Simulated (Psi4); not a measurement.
# SiH3SO (SMILES O[SiH2][S]): levels of theory compared

Aim: a comparison of 3 runs (UB3LYP/6-31G*, UTeter93/aug-cc-pV(T+d)Z, OREMP2/6-31G*) of SiH3SO. 

Program for the calculation: Psi4 1.11.

## Step 1: The molecule

SiH3SO: 6 atoms, total charge 0, spin state doublet. As SMILES, `O[SiH2][S]`. The coordinates come from a PBE0-D4/def2-TZVP relaxation. This is one conformer, not always the lowest.

Bond lengths: O1–Si2 1.639 Å, Si2–S3 2.114 Å, O1–H4 0.959 Å, Si2–H5 1.491 Å, Si2–H6 1.479 Å. Angles: O1–Si2–S3 115.7°, O1–Si2–H5 112.5°, O1–Si2–H6 104.9°, S3–Si2–H5 101.6°, S3–Si2–H6 110.7°, Si2–O1–H4 117.8°, H5–Si2–H6 111.7°.

## Step 2: Energy and gradient at UB3LYP/6-31G(d) (Cartesian functions) (run 1)

Contents of calc.inp:

```
memory 1600 MB

molecule geom {
  0 2
  O     -0.506200    -1.252800     0.071600
  Si     0.267300     0.188600     0.177600
  S     -0.863300     1.879100    -0.400100
  H     -0.970300    -1.452500    -0.743200
  H      1.434000     0.278400    -0.746100
  H      0.680600     0.295200     1.593900
  symmetry c1
}

set reference uks
set puream false
set e_convergence 1e-09
set d_convergence 1e-08
set scf_type pk
set dft_radial_points 99
set dft_spherical_points 590
set maxiter 200

E, wfn = gradient("b3lyp/6-31G*", return_wfn=True)
oeprop(wfn, "WIBERG_LOWDIN_INDICES", "MULLIKEN_CHARGES", "QUADRUPOLE")
```

The run is started by

```
psi4 -n 1 calc.inp calc.out
```

calc.out:

```text
[...]
  Running in c1 symmetry.
[...]
  Nuclear repulsion =  143.416103855826407
[...]
  Multiplicity = 2
[...]
  Nalpha       = 21
  Nbeta        = 20
[...]
    Number of basis functions: 59
[...]
   @UKS iter   1:  -764.55326323735619   -2.65745e-01   1.12259e-02 DIIS/ADIIS
[...]
   @UKS iter  17:  -764.72968246517473   -1.59162e-12   5.87806e-09 DIIS
[...]
   @S^2 Observed:                7.526831716E-01
[...]
  @UKS Final Energy:  -764.72968246517473
   => Energetics <=
    Nuclear Repulsion Energy =            143.4161038558264067
    One-Electron Energy =               -1341.9963978004736873
    Two-Electron Energy =                 479.2940855150939115
    DFT Exchange-Correlation Energy =     -45.4434740356212714
    Empirical Dispersion Energy =           0.0000000000000000
    VV10 Nonlocal Energy =                  0.0000000000000000
    Total Energy =                       -764.7296824651747329
[...]
  -Total Gradient:
     Atom            X                  Y                   Z
    ------   -----------------  -----------------  -----------------
       1        0.001651211292     0.008790179764    -0.007367948490
       2       -0.008113361448    -0.003328568286    -0.002173543322
       3        0.003831780221    -0.006805364426     0.001903607145
       4        0.004038374963     0.002154714593     0.007543729829
       5       -0.001070965403    -0.000691343190     0.000223449096
       6       -0.000337795374    -0.000142397618    -0.000141733572
[...]
 Multipole Moments:
 ------------------------------------------------------------------------------------
     Multipole            Electronic (a.u.)      Nuclear  (a.u.)        Total (a.u.)
 ------------------------------------------------------------------------------------
 L = 1.  Multiply by 2.5417464519 to convert [e a0] to [Debye]
 Dipole X            :         -1.9484700            2.0354972            0.0870272
 Dipole Y            :          2.0402715           -2.3884804           -0.3482089
 Dipole Z            :         -0.6900852            0.3302123           -0.3598729
 Magnitude           :                                                    0.5082634
 L = 2.  Multiply by 1.3450342976 to convert [e a0^2] to [Debye ang]
 Quadrupole XX       :        -75.4373242           51.2714135          -24.1659107
 Quadrupole XY       :         41.4310074          -40.3507196            1.0802878
[...]
```

It took 14 s on 1 thread of Intel Xeon 6975P-C (Granite Rapids), shared host; peak memory 0.74 GiB.

## Step 3: The energy at UTeter93/aug-cc-pV(T+d)Z (density fitting) (run 2)

Contents of calc.py:

```python
import psi4

psi4.set_memory(1600000000)
psi4.set_num_threads(1)
psi4.set_output_file('output.dat', False)

m = psi4.geometry("""
0 2
O     -0.506200    -1.252800     0.071600
Si     0.267300     0.188600     0.177600
S     -0.863300     1.879100    -0.400100
H     -0.970300    -1.452500    -0.743200
H      1.434000     0.278400    -0.746100
H      0.680600     0.295200     1.593900
""")

psi4.set_options(dict(reference='uks', scf_type='disk_df', s_orthogonalization='canonical'))

E, wfn = psi4.energy('teter93/aug-cc-pV(T+d)Z', molecule=m, return_wfn=True)
print('E =', round(E, 9))
for k, v in sorted(psi4.core.scalar_variables().items()):
    print(f'{k:45s} {v:18.10f}')
```

The run is started by

```
python calc.py
```

output.dat:

```text
[...]
  Running in c1 symmetry.
[...]
  Nuclear repulsion =  143.416103855826407
[...]
  Multiplicity = 2
[...]
  Nalpha       = 21
  Nbeta        = 20
[...]
    Number of basis functions: 225
[...]
   @DF-UKS iter   1:  -761.40772135579653   -7.55116e-02   4.03930e-03 DIIS/ADIIS
[...]
   @DF-UKS iter  11:  -761.72629708841612   -3.20341e-08   3.35723e-07 DIIS
[...]
   @S^2 Observed:                7.521705804E-01
[...]
    Orbital Energies [Eh]
    ---------------------
    Alpha Occupied:
       1A    -87.766100     2A    -65.172113     3A    -18.631658
       4A     -7.666260     5A     -5.728439     6A     -5.718398
       7A     -5.713589     8A     -5.058635     9A     -3.500466
      10A     -3.499593    11A     -3.498618    12A     -0.933365
      13A     -0.658769    14A     -0.528734    15A     -0.431703
      16A     -0.364611    17A     -0.353673    18A     -0.315538
      19A     -0.289686    20A     -0.266710    21A     -0.248637
    Alpha Virtual:
      22A     -0.044065    23A     -0.020542    24A     -0.013107
      25A     -0.000019    26A      0.013631    27A      0.021333
[...]
  @DF-UKS Final Energy:  -761.72629708841612
   => Energetics <=
    Nuclear Repulsion Energy =            143.4161038558264067
    One-Electron Energy =               -1341.8602848247310249
    Two-Electron Energy =                 489.8569714227229497
    DFT Exchange-Correlation Energy =     -53.1390875422344280
    Empirical Dispersion Energy =           0.0000000000000000
    VV10 Nonlocal Energy =                  0.0000000000000000
    Total Energy =                       -761.7262970884161177
[...]
 Multipole Moments:
 ------------------------------------------------------------------------------------
     Multipole            Electronic (a.u.)      Nuclear  (a.u.)        Total (a.u.)
 ------------------------------------------------------------------------------------
 L = 1.  Multiply by 2.5417464519 to convert [e a0] to [Debye]
 Dipole X            :         -1.9078691            2.0354972            0.1276281
 Dipole Y            :          2.0712308           -2.3884804           -0.3172496
 Dipole Z            :         -0.6278690            0.3302123           -0.2976567
 Magnitude           :                                                    0.4533605
[...]
```

Standard output:

```text
E = -761.726297088
CURRENT ENERGY                                   -761.7262970884
CURRENT REFERENCE ENERGY                         -761.7262970884
DD SOLVATION ENERGY                                 0.0000000000
DFT FUNCTIONAL TOTAL ENERGY                      -761.7262970884
DFT TOTAL ENERGY                                 -761.7262970884
DFT VV10 ENERGY                                     0.0000000000
DFT XC ENERGY                                     -53.1390875422
GRID ELECTRONS ALPHA                               21.0000013195
GRID ELECTRONS BETA                                20.0000020996
GRID ELECTRONS TOTAL                               41.0000034190
NUCLEAR REPULSION ENERGY                          143.4161038558
ONE-ELECTRON ENERGY                             -1341.8602848247
PCM POLARIZATION ENERGY                             0.0000000000
PE ENERGY                                           0.0000000000
SCF ITERATION ENERGY                             -761.7262970884
SCF ITERATIONS                                     11.0000000000
SCF TOTAL ENERGY                                 -761.7262970884
TWO-ELECTRON ENERGY                               489.8569714227
XC GRID RADIAL POINTS                              75.0000000000
XC GRID SPHERICAL POINTS                          302.0000000000
XC GRID TOTAL POINTS                           132003.0000000000
```

It took 16 s on 1 thread of Intel Xeon 6975P-C (Granite Rapids), shared host; peak memory 0.67 GiB.

## Step 4: The energy at OREMP2/6-31G(d) (sfX2C, density fitting, density fitting for correlation, Cartesian functions) (run 3)

Contents of h3ossi.xyz:

```xyz
6
H3OSSi
O     -0.506200    -1.252800     0.071600
Si     0.267300     0.188600     0.177600
S     -0.863300     1.879100    -0.400100
H     -0.970300    -1.452500    -0.743200
H      1.434000     0.278400    -0.746100
H      0.680600     0.295200     1.593900
```

Contents of h3ossi.py:

```python
import psi4

psi4.set_memory(1600000000)
psi4.set_num_threads(1)
psi4.core.set_output_file('run.log', False)

with open('h3ossi.xyz') as f:
    atoms = ''.join(f.readlines()[2:])
m = psi4.geometry('0 2\n' + atoms + '')

options = {'basis': '6-31G*', 'reference': 'uhf', 'scf_type': 'df', 'freeze_core': True, 'cc_type': 'df', 'relativistic': 'x2c'}
psi4.set_options(options)

e_tot, wfn = psi4.energy('oremp2', return_wfn=True)
print(f'total energy {e_tot:.8f} hartree = {e_tot * 27.211386:.5f} eV')
for k, v in sorted(psi4.core.scalar_variables().items()):
    print(f'{k:45s} {v:18.10f}')
```

The run is started by

```
python h3ossi.py
```

run.log:

```text
[...]
  Running in c1 symmetry.
[...]
  Nuclear repulsion =  143.416103855826407
[...]
  Multiplicity = 2
[...]
  Nalpha       = 21
  Nbeta        = 20
[...]
    Number of basis functions: 59
[...]
    WARNING: The X2C and Dirac Hamiltonians have substatially different eigenvalues!
             This is probably caused by the recontraction of the basis set.
[...]
   @DF-UHF iter   1:  -764.51591934392354   -7.15188e-01   7.33958e-03 ADIIS/DIIS
[...]
   @DF-UHF iter  23:  -764.63653663158345   -3.86535e-12   5.33716e-09 DIIS
[...]
   @S^2 Observed:                7.573053939E-01
[...]
    Orbital Energies [Eh]
    ---------------------
    Alpha Occupied:
       1A    -92.272216     2A    -69.005317     3A    -20.600315
       4A     -9.028533     5A     -6.680666     6A     -6.662625
       7A     -6.660493     8A     -6.202916     9A     -4.285490
      10A     -4.284917    11A     -4.284336    12A     -1.359401
      13A     -0.986527    14A     -0.763501    15A     -0.645604
      16A     -0.571628    17A     -0.562844    18A     -0.505623
      19A     -0.459690    20A     -0.442409    21A     -0.403094
    Alpha Virtual:
      22A      0.144167    23A      0.161578    24A      0.224137
      25A      0.241223    26A      0.262804    27A      0.313615
[...]
  @DF-UHF Final Energy:  -764.63653663158345
   => Energetics <=
    Nuclear Repulsion Energy =            143.4161038558264067
    One-Electron Energy =               -1343.4508916807008063
    Two-Electron Energy =                 435.3982511932910029
    Total Energy =                       -764.6365366315834535
  UHF NO Occupations:
  HONO-2 :   19  A 1.9997802
  HONO-1 :   20  A 1.9969655
[...]
 Multipole Moments:
 ------------------------------------------------------------------------------------
     Multipole            Electronic (a.u.)      Nuclear  (a.u.)        Total (a.u.)
 ------------------------------------------------------------------------------------
 L = 1.  Multiply by 2.5417464519 to convert [e a0] to [Debye]
 Dipole X            :         -1.9527040            2.0354972            0.0827932
 Dipole Y            :          2.0855725           -2.3884804           -0.3029079
 Dipole Z            :         -0.7167391            0.3302123           -0.3865268
 Magnitude           :                                                    0.4980069
[...]
	DF-SCS-MP2 Total Energy (a.u.)     :  -764.98542422898322
	DF-SOS-MP2 Total Energy (a.u.)     :  -764.98269515400818
	DF-SCSN-MP2 Total Energy (a.u.)    :  -764.79153976271380
[...]
	DF-MP2 Total Energy (a.u.)         :  -764.99088237893352
[...]
```

Standard output:

```text
total energy -765.02602625 hartree = -20817.41850 eV
CURRENT CORRELATION ENERGY                         -0.3894896225
CURRENT ENERGY                                   -765.0260262541
CURRENT REFERENCE ENERGY                         -764.6365366316
DD SOLVATION ENERGY                                 0.0000000000
HF KINETIC ENERGY                                 757.2449259714
HF POTENTIAL ENERGY                             -1521.8814626030
HF TOTAL ENERGY                                  -764.6365366316
HF VIRIAL RATIO                                     2.0097611888
MP2 CORRELATION ENERGY                             -0.3543457474
MP2 DOUBLES ENERGY                                 -0.3543457474
MP2 OPPOSITE-SPIN CORRELATION ENERGY               -0.2662757865
MP2 SAME-SPIN CORRELATION ENERGY                   -0.0880699609
MP2 SINGLES ENERGY                                  0.0000000000
MP2 TOTAL ENERGY                                 -764.9908823789
NUCLEAR REPULSION ENERGY                          143.4161038558
ONE-ELECTRON ENERGY                             -1343.4508916807
OREMP2 CORRELATION ENERGY                          -0.3894896225
OREMP2 REFERENCE CORRECTION ENERGY                  0.0037008994
OREMP2 TOTAL ENERGY                              -765.0260262541
PCM POLARIZATION ENERGY                             0.0000000000
PE ENERGY                                           0.0000000000
SCF ITERATION ENERGY                             -764.6365366316
SCF ITERATIONS                                     23.0000000000
SCF TOTAL ENERGY                                 -764.6365366316
SCS(N)-MP2 CORRELATION ENERGY                      -0.1550031311
SCS(N)-MP2 TOTAL ENERGY                          -764.7915397627
SCS-MP2 CORRELATION ENERGY                         -0.3488875974
SCS-MP2 TOTAL ENERGY                             -764.9854242290
SOS-MP2 CORRELATION ENERGY                         -0.3461585224
SOS-MP2 TOTAL ENERGY                             -764.9826951540
TWO-ELECTRON ENERGY                               435.3982511933
```

Wall time 24 s (1 thread of Intel Xeon 6975P-C (Granite Rapids), shared host); peak memory 0.22 GiB.

## Step 5: All runs side by side

| run | level | task | integrals | energy (Eh) | dipole moment (D) | HOMO energy (eV) | LUMO energy (eV) | wall time |
| --- | --- | --- | --- | --- | --- | --- | --- | --- |
| 1 | UB3LYP/6-31G* (Cartesian functions) | gradient | pk | -764.729682 | 1.29 | -7.20 | -4.91 | 14 s |
| 2 | UTeter93/aug-cc-pV(T+d)Z (density fitting) | energy | disk_df | -761.726297 | 1.15 | -6.42 | -6.15 | 16 s |
| 3 | OREMP2/6-31G* (sfX2C, density fitting, density fitting for correlation, Cartesian functions) | energy | df | -765.026026 | – | -10.31 | -0.13 | 24 s |

## Step 6: Summary of results

| quantity | value |
| --- | --- |
| run 3: total energy | -765.02603 Eh |
| run 3: HOMO energy (Hartree–Fock orbitals) (highest over α and β) | -10.31 eV |
| run 3: LUMO energy (Hartree–Fock orbitals) (lowest over α and β) | -0.13 eV |
| run 3: correlation energy (11 core orbitals frozen) | -389.5 mEh |
| run 3: ⟨S²⟩ of the reference determinant | 0.757 |

What this shows: Totals of different functionals can't be ranked against each other. Some runs of one species differ in core potentials or relativity; totals across that change don't compare. All runs together took 54 s, the longest 24 s.
